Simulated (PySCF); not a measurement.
# SiS: spin, charge, geometry and surroundings

How does SiS answer to another spin, charge, distance or environment?

The runs use PySCF 2.14.0; method and basis as typed in the scripts.

1 further run of the same task is left out (it didn't finish).

**1. The starting structure**

SiS: 2 atoms, charge 0, spin multiplicity 1.

Bond lengths: Si1–S2 1.984 Å.

**2. Base script**

Contents of input.py:

```python
from pyscf import gto, dft

mol = gto.M(
    atom='Si 0 0 0; S 0 0 1.984',
    basis='crenbl',
    ecp={'Si': 'crenbl', 'S': 'crenbl'},
    charge=0,
    spin=0,
    verbose=3,
)
mf = dft.RKS(mol, xc='tpssh')
mf.kernel()
mf.stability(internal=True, external=True)
mf.dip_moment()
print('orbital energies (hartree):', mf.mo_energy[..., max(0, mol.nelec[1]-3):mol.nelec[0]+3].round(4))
```

Run with:

```console
$ OMP_NUM_THREADS=1 python input.py
```

The log of this run is left out.

Base result: E(SCF) = -14.027619 Eh, μ = 2.17 D, internal stable; real -> complex stable; RHF/RKS -> UHF/UKS stable.

The bond length is a typed value, not an optimised one.

**3. Electric field -0.01 a.u.**

Edit 1 changes electric field: none → -0.01 a.u.

Contents of input.py:

```python
from pyscf import gto, dft

mol = gto.M(
    atom='Si 0 0 0; S 0 0 1.984',
    basis='crenbl',
    ecp={'Si': 'crenbl', 'S': 'crenbl'},
    charge=0,
    spin=0,
    verbose=3,
)
mf = dft.RKS(mol, xc='tpssh')
field = -0.01  # electric field along z, atomic units
h = mf.get_hcore() + field*mol.intor('int1e_r')[2]
mf.get_hcore = lambda *args: h
e_nuc = mol.energy_nuc() - field*mol.atom_charges() @ mol.atom_coords()[:, 2]
mf.energy_nuc = lambda *args: e_nuc
mf.kernel()
mf.stability(internal=True, external=True)
mf.dip_moment()
print('orbital energies (hartree):', mf.mo_energy[..., max(0, mol.nelec[1]-3):mol.nelec[0]+3].round(4))
```

Run with:

```console
$ OMP_NUM_THREADS=1 python input.py
```

**4. Bond 2.123 Å**

Edit 2 changes bond length: 1.984 Å → 2.123 Å.

input.py: that of step 2 with these lines changed.

```diff
@@ -3,3 +3,3 @@
 mol = gto.M(
-    atom='Si 0 0 0; S 0 0 1.984',
+    atom='Si 0 0 0; S 0 0 2.123',
     basis='crenbl',
```

**5. Bond 1.924 Å**

Edit 3 changes bond length: 1.984 Å → 1.924 Å.

input.py: that of step 2 with these lines changed.

```diff
@@ -3,3 +3,3 @@
 mol = gto.M(
-    atom='Si 0 0 0; S 0 0 1.984',
+    atom='Si 0 0 0; S 0 0 1.924',
     basis='crenbl',
```

**6. Charge -1 (doublet, UKS)**

Edit 4 changes charge: 0 → -1; spin (2S): 0 → 1; SCF type: RKS → UKS.

Contents of input.py:

```python
from pyscf import gto, dft

mol = gto.M(
    atom='Si 0 0 0; S 0 0 1.984',
    basis='crenbl',
    ecp={'Si': 'crenbl', 'S': 'crenbl'},
    charge=-1,
    spin=1,
    verbose=3,
)
mf = dft.UKS(mol, xc='tpssh')
mf.kernel()
mf.stability(internal=True, external=True)
mf.dip_moment()
print('orbital energies (hartree):', [e[max(0, n-3):n+3].round(4) for e, n in zip(mf.mo_energy, mol.nelec)])
```

Before running it: what results should come out? Wanted: for each run, E(SCF); from base; SCF dipole; after the SCF.

**Answer**, as computed:

```
                      run  E(SCF) (hartree)  from base (eV)  SCF dipole (D)                 after the SCF
                     base        -14.027619               0            2.17                        stable
electric field -0.01 a.u.        -14.039269         -0.3170            3.74                        stable
             bond 2.123 Å        -14.026478         +0.0311            2.63                        stable
             bond 1.924 Å        -14.022318         +0.1443            1.96                        stable
 charge -1 (doublet, UKS)        -14.039458         -0.3221             n/a  unstable: UHF/UKS -> GHF/GKS
```

Of the runs whose energies can be compared, “electric field -0.01 a.u.” moves the SCF energy most (-0.317 eV). At the SCF level, adding an electron (to the doublet) releases 0.32 eV at fixed geometry.
